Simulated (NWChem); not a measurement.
pyrazine (C4H4N2); SMILES c1nccnc1

```xyz
10

C      1.1347    -0.6965     0.0000
C      1.1322     0.7006     0.0000
N     -0.0025     1.4092     0.0000
C     -1.1347     0.6965     0.0000
C     -1.1322    -0.7006     0.0000
N      0.0025    -1.4092     0.0000
H      2.0697    -1.2538     0.0000
H      2.0652     1.2612     0.0000
H     -2.0697     1.2538     0.0000
H     -2.0652    -1.2612     0.0000
```
Atoms are numbered in this order, from 1.

All runs: NWChem. STO-3G and 3-21G are far too small for this property and stand as cheap habits. Coordinates come from a B3LYP/6-31G* (spherical d) optimisation. GIAO values for the isolated, static molecule; σ is the absolute isotropic shielding, δ = σ(reference) − σ with the isolated reference molecule computed at the same levels (13C: tetramethylsilane, 1H: tetramethylsilane, 15N: ammonia).

```
level                                 δ C1 (ppm)  δ N3 (ppm)  δ H7 (ppm)
------------------------------------  ----------  ----------  ----------
LDA (Slater exchange, VWN5)/pcSseg-1       156.7       396.3        8.75
BHandHLYP/pcSseg-1                         155.1       399.9        8.71
Hartree-Fock/STO-3G                          ___         ___         ___
```

Task: Some entries are withheld; supply them.

Result: 
- Hartree-Fock/STO-3G, δ C1 (ppm): 133.5
- Hartree-Fock/STO-3G, δ N3 (ppm): 304.9
- Hartree-Fock/STO-3G, δ H7 (ppm): 9.70
